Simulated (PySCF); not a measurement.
Building multiplets from coupling constants

Cartesian coordinates in Å; atom numbers follow the order of the lines, from 1:
```xyz
7

O     1.669    0.212    0.855
C     0.914   -0.061   -0.024
C    -0.614    0.072    0.094
F    -1.182   -1.133   -0.140
F    -1.061    0.908   -0.872
H     1.227   -0.436   -1.013
H    -0.950    0.443    1.073
```

- B3LYP/pcJ-1 coupling constants
- shieldings: GIAO PBE0/pcSseg-1
- coordinates at the GFN2-xTB level
- program: PySCF 2.14.0 with density-fitted response routines
- one computed conformer, no solvent, rapidly exchanging positions averaged, relativity neglected

Shifts are taken against calculated references (same method and geometry level): ¹H, ¹³C vs TMS; ¹⁹F vs CFCl3.

Spectrometer: 800 MHz for ¹H. First-order analysis; couplings under 1 Hz (under 4 Hz in carbon signals) are ignored, and nearly equal couplings are merged; the smaller ones broaden or split the lines further.

(1) What pattern does H7 show (¹H)?

(2) What pattern does C3 show in the proton-coupled ¹³C spectrum?

(3) What pattern does H6 show (¹H)?

(4) What pattern does F4/F5 show (¹⁹F)?

Results:

(1) A triplet of doublets at δ 5.64: 60.2 Hz to F4/F5 (2 × ¹⁹F, 2 bonds away), 6.3 Hz to H6 (1 × ¹H, 3 bonds away). Lines in Hz from the centre (relative intensity): +63.4 (1), +57.0 (1), +3.1 (2), -3.1 (2), -57.0 (1), -63.4 (1). The outer lines are 126.7 Hz apart, the sum of the couplings kept, or 0.158 ppm at this field.

(2) A triplet of doublets of doublets at δ 116.6: 310.4 Hz to F4/F5 (2 × ¹⁹F, 1 bond away), 195.3 Hz to H7 (1 × ¹H, 1 bond away), 24.5 Hz to H6 (1 × ¹H, 2 bonds away). Lines in Hz from the centre (relative intensity): +420.3 (1), +395.8 (1), +225.0 (1), +200.5 (1), +109.9 (2), +85.4 (2), -85.4 (2), -109.9 (2), -200.5 (1), -225.0 (1), -395.8 (1), -420.3 (1). The outer lines are 840.6 Hz apart, the sum of the couplings kept, or 4.179 ppm at this field.

(3) A doublet of triplets at δ 9.68: 6.3 Hz to H7 (1 × ¹H, 3 bonds away), 1.2 Hz to F4/F5 (2 × ¹⁹F, 3 bonds away). Lines in Hz from the centre (relative intensity): +4.3 (1), +3.1 (2), +1.9 (1), -1.9 (1), -3.1 (2), -4.3 (1). The outer lines are 8.7 Hz apart, the sum of the couplings kept, or 0.011 ppm at this field.

(4) A doublet of doublets at δ -145.7: 60.2 Hz to H7 (1 × ¹H, 2 bonds away), 1.2 Hz to H6 (1 × ¹H, 3 bonds away). Lines in Hz from the centre (relative intensity): +30.7 (1), +29.5 (1), -29.5 (1), -30.7 (1). The outer lines are 61.4 Hz apart, the sum of the couplings kept, or 0.082 ppm at this field.

Unscaled 3J(H,H) at this level run about 10 % above measured values. Couplings across =CH–CH2 type bonds come from one rotamer and its mirror image, and can be 1–2 Hz further off. Vicinal couplings across rotatable single bonds and in flexible rings belong to the one computed conformer; a conformer average would change them.
